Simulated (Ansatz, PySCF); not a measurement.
Wanted: the gas-phase enthalpy of formation of O=CO at 298 K. Reaction (SMILES): O=CO + C (CH4) → C=O (CH2O) [formaldehyde] + CO (CH4O) [methanol]; bond separation energy.

Geometries: B3LYP-D3(BJ)/def2-TZVP minima from Ansatz (an electronic-structure program), one conformer each, not searched for the lowest. Valence correlation only, unless marked. Open shells are spin-unrestricted. Spin-orbit coupling is left out. No relativistic terms. Basis-set limits of correlation are two-point, X^-3; Hartree-Fock from the larger set. Thermal terms are rigid-rotor harmonic-oscillator values from B3LYP-D3(BJ) frequencies (PySCF) at 298.15 K and 1 atm. 1 Eh = 627.5095 kcal/mol. PBE is always shown; the other two functionals were drawn at random. The atomisation route leaves out scalar relativity and anharmonic zero-point terms, the atoms' spin-orbit terms, and in the frozen-core level the core correlation. Atomic data: G2/97 table in ASE.

Tabulated enthalpies of formation of the partners: C (CH4) -17.8 kcal/mol, ATcT 1.112; C=O (CH2O) -26.1 kcal/mol, ATcT 1.112; CO (CH4O) -48.0 kcal/mol, ATcT 1.112. G2/97 and CRC values are older and not checked against later work.

```tsv
level	computed ΔH of the reaction (kcal/mol)	ΔHf by atomisation and measured atoms (kcal/mol)
PBE/def2-TZVPD (Ansatz)	36.0	-110.6
r2SCAN-D4/def2-TZVPD (Ansatz + dftd4)	37.4	-92.1
PBE0-D4/def2-TZVPD (Ansatz + dftd4)	35.5	-89.6
CCSD(T)/CBS(cc-pVTZ,cc-pVQZ) (Ansatz)	34.0	-89.8
```

Q: Derive ΔHf from the reaction at each level, and compare how far the levels part by the two routes.

A: 
The partners sum to -56.3 kcal/mol (products minus other reactants), so ΔHf = (-56.3 - ΔH):
- PBE/def2-TZVPD: -92.3; errors -1.8 by the reaction, -20.1 by atomisation
- r2SCAN-D4/def2-TZVPD: -93.7; errors -3.2 by the reaction, -1.6 by atomisation
- PBE0-D4/def2-TZVPD: -91.8; errors -1.3 by the reaction, +0.9 by atomisation
- CCSD(T)/CBS(cc-pVTZ,cc-pVQZ): -90.3; errors +0.2 by the reaction, +0.7 by atomisation
All levels span 3.4 kcal/mol by the reaction and 21.0 by atomisation; without PBE they span 3.4 and 2.5. The errors are against the measured -90.5 kcal/mol (G2/97 table).
